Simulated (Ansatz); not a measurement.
# AlNH2 (quintet): from Hartree-Fock to the top rungs, 6-31G

An exercise on one series of results from a longer session: the logs are not shown, and one member is left open.

Program: Ansatz 0.2.0, Gaussian basis. Level of theory: 6-31G, core rule «outside noble gas», up to 6 orbitals frozen. These are calculated values, not measurements.

Plan: UHF; CCSD(T) on ROHF; CCSD(T) on UHF; BCCD(T) on ROHF; CISD; CCSDT(Q) on ROHF; CCSDT(Q) on UHF; CISDTQ; CCSDTQ on ROHF; CCSDTQ on UHF; Full CI.

16 further runs of the same task are left out: 11 for a known fault of the program, 5 set aside as unsound or not needed.

**What is computed**

The geometry is a PBE0/def2-TZVP stationary point (not a proven minimum) of the parent state, kept for this charge and spin.

4 atoms, charge 0, spin multiplicity 5.

Atoms are counted from 1 here; the program's logs count them from 0.

Bond lengths: Al1–N2 1.771 Å, N2–H3 1.007 Å, N2–H4 1.007 Å. Angles: Al1–N2–H3 124.1°, Al1–N2–H4 124.1°, H3–N2–H4 111.7°.

The first run:

Contents of in.yaml:

```yaml
crystal:
  periodic: [false, false, false]
  atoms:
    - {symbol: Al, position_ang: [0.000000, 0.000000, 0.686473]}
    - {symbol: N, position_ang: [0.000000, 0.000000, -1.084932]}
    - {symbol: H, position_ang: [0.000000, 0.833405, -1.649784]}
    - {symbol: H, position_ang: [0.000000, -0.833405, -1.649784]}
basis:
  gaussian: {orbitals: 6-31G}
magnetization: {spin_polarized: true, initial_magnetization: 4}
hamiltonian: {xc: hf}
output: {orbitals: {seedname: orbitals}}
```

On the command line:

```console
ansatz run in.yaml --threads 1 --pin off --events-out ev --progress --plain --max-ram 4096MiB --backend cpu
```

Steps of the session up to this table: UHF; CCSD(T) on ROHF; CCSD(T) on UHF; BCCD(T) on ROHF; CISD; CCSDT(Q) on ROHF; CCSDT(Q) on UHF; CISDTQ; CCSDTQ on ROHF; CCSDTQ on UHF; Full CI.

One of the session's tables, all rows but one given; the rest of the session is left out.

| method | from FCI (meV) |
| --- | --- |
| ROHF | +2990.8 |
| UHF | +2927.0 |
| RMP2 | +494.3 |
| UMP2 | +481.1 |
| CISD | +142.1 |
| RCCSD | +43.3 |
| UCCSD | +42.6 |
| RCCSD(T) | +11.2 |
| UCCSD(T) | +10.7 |
| BCCD(T) | +11.5 |
| RCCSDT | +4.8 |
| UCCSDT | +4.2 |
| CISDTQ | +3.1 |
| RCCSDT(Q) | +0.2 |
| UCCSDT(Q) | -0.5 |
| RCCSDTQ | ? |
| UCCSDTQ | -0.7 |
| FCI | 0 |

Estimate the missing values for RCCSDTQ.

As computed: from FCI (meV): -0.1. In the column «from FCI (meV)» it lies between UCCSDT(Q) (-0.5) and FCI (0).

Some runs used a GPU and others CPU threads alone; cost is compared among the CPU runs only.

Among the levels timed on like hardware, those that no quicker one beats, quickest first: UCCSD(T) (0.6 s, +10.7 meV); UCCSDT(Q) (3.2 s, -0.5 meV); RCCSDT(Q) (3.6 s, +0.2 meV).

Caveats from the session: The yardstick is full CI for this spin, exact in this basis with these frozen cores. Levels on UHF freeze UHF's core orbitals, full CI those of ROHF, so the U rows can settle a little off it for that reason alone. Restricted and unrestricted rows rest on different reference determinants; where their highest levels disagree by more than a few hundredths of an eV, they describe different states and don't form one ladder.
